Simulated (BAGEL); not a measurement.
# C2H3Cl2F (1,1-dichloro-1-fluoroethane): levels of theory compared

We compute a comparison of 6 runs (HF/STO-3G, HF/3-21G, HF/def2-SVP, Slater exchange/jul-cc-pV(D+d)Z, B3LYP/def2-TZVP, RI-MP2/aug-cc-pVDZ) of C2H3Cl2F (1,1-dichloro-1-fluoroethane). 

The calculation is run with BAGEL 1.2.2.

2 further runs of the same task are left out: 2 set aside as unsound or not needed.

**1. The molecule**

C2H3Cl2F: 8 atoms, total charge 0, spin state singlet. As SMILES, `CC(F)(Cl)Cl`. Geometry: relaxed at PBE0-D4/def2-TZVP.

Bond lengths: C1–C2 1.502 Å, C2–F3 1.348 Å, C2–Cl4 1.776 Å, C2–Cl5 1.776 Å, C1–H6 1.091 Å, C1–H7 1.091 Å, C1–H8 1.088 Å. Some angles: C1–C2–F3 110.1°, C1–C2–Cl4 111.1°, C1–C2–Cl5 111.1°, F3–C2–Cl4 107.6°, F3–C2–Cl5 107.6°, Cl4–C2–Cl5 109.3°, C2–C1–H6 108.9°, C2–C1–H7 108.9°, C2–C1–H8 110.1°, H6–C1–H7 109.8°.

**2. A single-point energy at HF/STO-3G (run 1)**

Input file hf.json:

```json
{ "bagel" : [

{
  "title" : "molecule",
  "basis" : "sto-3g",
  "df_basis" : "qzvpp-jkfit",
  "angstrom" : true,
  "geometry" : [
    { "atom" : "C", "xyz" : [   -0.133500,   -0.505900,    0.646300 ] },
    { "atom" : "C", "xyz" : [    0.199400,    0.391300,   -0.511300 ] },
    { "atom" : "F", "xyz" : [    1.523600,    0.643200,   -0.537400 ] },
    { "atom" : "Cl", "xyz" : [   -0.232400,   -0.372700,   -2.055900 ] },
    { "atom" : "Cl", "xyz" : [   -0.641100,    1.950200,   -0.373000 ] },
    { "atom" : "H", "xyz" : [    0.163400,   -0.011800,    1.572000 ] },
    { "atom" : "H", "xyz" : [    0.414900,   -1.442000,    0.535900 ] },
    { "atom" : "H", "xyz" : [   -1.202100,   -0.709300,    0.667600 ] }
  ]
},
{ "title" : "hf", "df" : false },
{ "title" : "print", "file" : "orbitals.molden", "orbitals" : true }

]}
```

Command:

```sh
$ BAGEL_NUM_THREADS=1 BAGEL hf.json > hf.out
```

Output:

```text
* using 1 threads per process

  ===============================================================
  ===============================================================

  *** Geometry ***

  { "atom" : "C", "xyz" : [     -0.252278,     -0.956012,      1.221330 ] },
  { "atom" : "C", "xyz" : [      0.376811,      0.739450,     -0.966217 ] },
  { "atom" : "F", "xyz" : [      2.879187,      1.215472,     -1.015539 ] },
  { "atom" : "Cl", "xyz" : [     -0.439172,     -0.704301,     -3.885088 ] },
  { "atom" : "Cl", "xyz" : [     -1.211503,      3.685344,     -0.704868 ] },
  { "atom" : "H", "xyz" : [      0.308781,     -0.022299,      2.970649 ] },
  { "atom" : "H", "xyz" : [      0.784047,     -2.724985,      1.012704 ] },
  { "atom" : "H", "xyz" : [     -2.271640,     -1.340383,      1.261581 ] },

  Number of auxiliary basis functions:      537

  Since a DF basis is specified, we compute 2- and 3-index integrals:
    o Being stored without compression. Storage requirement is 0.006 GB

  Number of basis functions:       36
  Number of electrons      :       58

    * METHOD: MOLECULE                             0.20

  *** RHF ***

  === Nuclear Repulsion ===
   300.0052248118

      * DIIS with orbital gradients will be used.

  === RHF iteration (sto-3g) ===
      0      -1083.44953477          0.02402567           0.08
      1      -1083.72251260          0.00618032           0.08
      2      -1083.74758910          0.00244711           0.08
      3      -1083.75066432          0.00035355           0.08
      4      -1083.75075708          0.00009534           0.07
      5      -1083.75076586          0.00001976           0.07
      6      -1083.75076628          0.00000453           0.07
      7      -1083.75076631          0.00000109           0.07
      8      -1083.75076631          0.00000029           0.07
      9      -1083.75076631          0.00000011           0.06
     10      -1083.75076631          0.00000003           0.06
     11      -1083.75076631          0.00000001           0.06
    * SCF iteration converged.

    * Permanent dipole moment:
           (   -0.147191,     0.545989,    -0.789493) a.u.

    * METHOD: HF                                   0.93

    * METHOD: PRINT                                0.00

  ===============================================================
```

Wall time 1.3 s (1 thread of Arm Neoverse V2, shared host).

**3. A single-point energy at HF/3-21G (run 2)**

Input file input.json:

```json
{ "bagel" : [

{
  "title" : "molecule",
  "basis" : "3-21g",
  "df_basis" : "qzvpp-jkfit",
  "geometry" : [
    { "atom" : "C", "xyz" : [ -0.25227844, -0.95601245,  1.22132999 ] },
    { "atom" : "C", "xyz" : [  0.37681139,  0.73944983, -0.96621697 ] },
    { "atom" : "F", "xyz" : [  2.87918672,  1.21547184, -1.01553882 ] },
    { "atom" : "Cl", "xyz" : [ -0.43917235, -0.70430093, -3.88508794 ] },
    { "atom" : "Cl", "xyz" : [ -1.21150342,  3.68534389, -0.70486784 ] },
    { "atom" : "H", "xyz" : [  0.30878125, -0.02229877,  2.97064947 ] },
    { "atom" : "H", "xyz" : [  0.78404737, -2.72498507,  1.01270423 ] },
    { "atom" : "H", "xyz" : [ -2.27163977, -1.34038274,  1.26158116 ] }
  ]
},
{ "title" : "hf", "df" : false },
{ "title" : "print", "file" : "orbitals.molden", "orbitals" : true }

]}
```

Command:

```sh
$ BAGEL_NUM_THREADS=1 BAGEL input.json > input.out
```

Output:

```text
* using 1 threads per process

  ===============================================================
  ===============================================================

  *** Geometry ***

  { "atom" : "C", "xyz" : [     -0.252278,     -0.956012,      1.221330 ] },
  { "atom" : "C", "xyz" : [      0.376811,      0.739450,     -0.966217 ] },
  { "atom" : "F", "xyz" : [      2.879187,      1.215472,     -1.015539 ] },
  { "atom" : "Cl", "xyz" : [     -0.439172,     -0.704301,     -3.885088 ] },
  { "atom" : "Cl", "xyz" : [     -1.211503,      3.685344,     -0.704868 ] },
  { "atom" : "H", "xyz" : [      0.308781,     -0.022299,      2.970649 ] },
  { "atom" : "H", "xyz" : [      0.784047,     -2.724985,      1.012704 ] },
  { "atom" : "H", "xyz" : [     -2.271640,     -1.340383,      1.261581 ] },

  Number of auxiliary basis functions:      537

  Since a DF basis is specified, we compute 2- and 3-index integrals:
    o Being stored without compression. Storage requirement is 0.015 GB

  Number of basis functions:       59
  Number of electrons      :       58

    * METHOD: MOLECULE                             0.21

  *** RHF ***

  === Nuclear Repulsion ===
   300.0052249201

      * DIIS with orbital gradients will be used.

  === RHF iteration (3-21g) ===
      0      -1080.44194629          0.05015421           0.09
      1      -1088.30379937          0.05522762           0.09
      2      -1090.34640070          0.01733765           0.09
      3      -1090.50594102          0.00464402           0.09
      4      -1090.51951095          0.00170681           0.09
      5      -1090.52171173          0.00062921           0.09
      6      -1090.52203208          0.00013176           0.09
      7      -1090.52204874          0.00004488           0.08
      8      -1090.52205036          0.00001254           0.08
      9      -1090.52205048          0.00000395           0.08
     10      -1090.52205049          0.00000148           0.08
     11      -1090.52205049          0.00000052           0.08
     12      -1090.52205049          0.00000017           0.08
     13      -1090.52205049          0.00000006           0.08
     14      -1090.52205049          0.00000002           0.07
     15      -1090.52205049          0.00000001           0.07
    * SCF iteration converged.

    * Permanent dipole moment:
           (    0.275789,     0.626454,    -0.797842) a.u.

    * METHOD: HF                                   1.43

    * METHOD: PRINT                                0.01

  ===============================================================
```

Wall time 1.8 s (1 thread of Arm Neoverse V2, shared host).

Runs 3 to 5 aren't shown in full; the table further down has their settings and results.

**4. A single-point energy at RI-MP2/aug-cc-pVDZ (density fitting with qzvpp-jkfit) (run 6)**

Input file input.json:

```json
{ "bagel": [

{
  "title": "molecule",
  "basis": "aug-cc-pvdz.json",
  "df_basis": "qzvpp-jkfit",
  "geometry": [
    { "atom": "C", "xyz": [ -0.25227844, -0.95601245,  1.22132999 ] },
    { "atom": "C", "xyz": [  0.37681139,  0.73944983, -0.96621697 ] },
    { "atom": "F", "xyz": [  2.87918672,  1.21547184, -1.01553882 ] },
    { "atom": "Cl", "xyz": [ -0.43917235, -0.70430093, -3.88508794 ] },
    { "atom": "Cl", "xyz": [ -1.21150342,  3.68534389, -0.70486784 ] },
    { "atom": "H", "xyz": [  0.30878125, -0.02229877,  2.97064947 ] },
    { "atom": "H", "xyz": [  0.78404737, -2.72498507,  1.01270423 ] },
    { "atom": "H", "xyz": [ -2.27163977, -1.34038274,  1.26158116 ] }
  ]
},
{
  "title": "hf"
},
{
  "title": "mp2",
  "ncore": 13
}

]}
```

The basis set aug-cc-pVDZ is read from a file made from the Basis Set Exchange's data (not shown).

Command:

```sh
$ BAGEL_NUM_THREADS=1 BAGEL input.json > input.out
```

Output:

```text
* using 1 threads per process

  ===============================================================
  ===============================================================

  *** Geometry ***

  { "atom" : "C", "xyz" : [     -0.252278,     -0.956012,      1.221330 ] },
  { "atom" : "C", "xyz" : [      0.376811,      0.739450,     -0.966217 ] },
  { "atom" : "F", "xyz" : [      2.879187,      1.215472,     -1.015539 ] },
  { "atom" : "Cl", "xyz" : [     -0.439172,     -0.704301,     -3.885088 ] },
  { "atom" : "Cl", "xyz" : [     -1.211503,      3.685344,     -0.704868 ] },
  { "atom" : "H", "xyz" : [      0.308781,     -0.022299,      2.970649 ] },
  { "atom" : "H", "xyz" : [      0.784047,     -2.724985,      1.012704 ] },
  { "atom" : "H", "xyz" : [     -2.271640,     -1.340383,      1.261581 ] },

  Number of auxiliary basis functions:      537

  Since a DF basis is specified, we compute 2- and 3-index integrals:
    o Being stored without compression. Storage requirement is 0.097 GB

  Number of basis functions:      150
  Number of electrons      :       58

    * METHOD: MOLECULE                             0.38

  *** RHF ***

  === Nuclear Repulsion ===
   300.0052249201

      * DIIS with orbital gradients will be used.

  === RHF iteration (aug-cc-pvdz.json) ===
      0      -1095.70303926          0.01152680           0.22
      1      -1095.89725787          0.00630678           0.21
      2      -1095.94383866          0.00146973           0.21
      3      -1095.94687615          0.00065494           0.21
      4      -1095.94734972          0.00008951           0.21
      5      -1095.94736976          0.00005139           0.21
      6      -1095.94737319          0.00001677           0.21
      7      -1095.94737392          0.00000475           0.21
      8      -1095.94737397          0.00000198           0.21
      9      -1095.94737397          0.00000086           0.21
     10      -1095.94737397          0.00000041           0.21
     11      -1095.94737397          0.00000013           0.21
     12      -1095.94737397          0.00000007           0.21
     13      -1095.94737397          0.00000002           0.21
     14      -1095.94737397          0.00000001           0.21
    * SCF iteration converged.

    * Permanent dipole moment:
           (    0.257086,     0.510406,    -0.642210) a.u.

    * METHOD: HF                                   3.54

  *** RHF ***

  === Nuclear Repulsion ===
   300.0052249201

      * DIIS with orbital gradients will be used.

  === RHF iteration (aug-cc-pvdz.json) ===
      0      -1095.94737397          0.00000000           0.21
    * SCF iteration converged.

    * Permanent dipole moment:
           (    0.257086,     0.510406,    -0.642211) a.u.

  === DF-MP2 calculation ===

    * freezing 13 orbitals
    * 3-index integral transformation done
    * assembly done

      MP2 correlation energy:   -0.7931207328      0.18

      MP2 total energy:       -1096.7404947067

    * METHOD: MP2                                  0.64

  ===============================================================
```

It took 4.8 s on 1 thread of Arm Neoverse V2, shared host; peak memory 0.24 GiB.

**5. The series**

| run | level | integral approximation | Cartesian functions | energy (Eh) | dipole moment (D) | HOMO energy (eV) | LUMO energy (eV) | wall time |
| --- | --- | --- | --- | --- | --- | --- | --- | --- |
| 1 | HF/STO-3G | none | no | -1083.750766 | 2.47 | -10.86 | 8.10 | 1.3 s |
| 2 | HF/3-21G | none | no | -1090.522050 | 2.67 | -12.45 | 3.95 | 1.8 s |
| 3 | HF/def2-SVP | none | no | -1095.479350 | 2.21 | -12.19 | 4.81 | 9 s |
| 4 | Slater exchange/jul-cc-pV(D+d)Z (density fitting with tzvpp-jkfit, Cartesian functions) | tzvpp-jkfit | yes | -1089.726096 | 1.99 | -6.31 | -0.52 | 15 s |
| 5 | B3LYP/def2-TZVP (density fitting with qzvpp-jkfit) | qzvpp-jkfit | no | -1098.391625 | 1.97 | -8.59 | -0.47 | 26 s |
| 6 | RI-MP2/aug-cc-pVDZ (density fitting with qzvpp-jkfit) | qzvpp-jkfit | no | -1096.740495 | – | – | – | 4.8 s |

**6. Summary of results**

| quantity | value |
| --- | --- |
| run 6: total energy | -1096.74049 Eh |
| run 6: correlation energy (13 core orbitals frozen) | -793.1 mEh |

Over runs 1, 2, 3, 4, 5 the dipole moment (its size) runs from 1.97 D (B3LYP/def2-TZVP) to 2.67 D (HF/3-21G). The two ends differ in method and basis. Over runs 1, 2, 3, 4, 5 the HOMO–LUMO gap runs from 5.79 eV (Slater exchange/jul-cc-pV(D+d)Z) to 18.96 eV (HF/STO-3G). Totals of different functionals can't be ranked against each other. In run 1 the basis is minimal, so the values are rough. All runs together took 57 s, the longest 26 s.
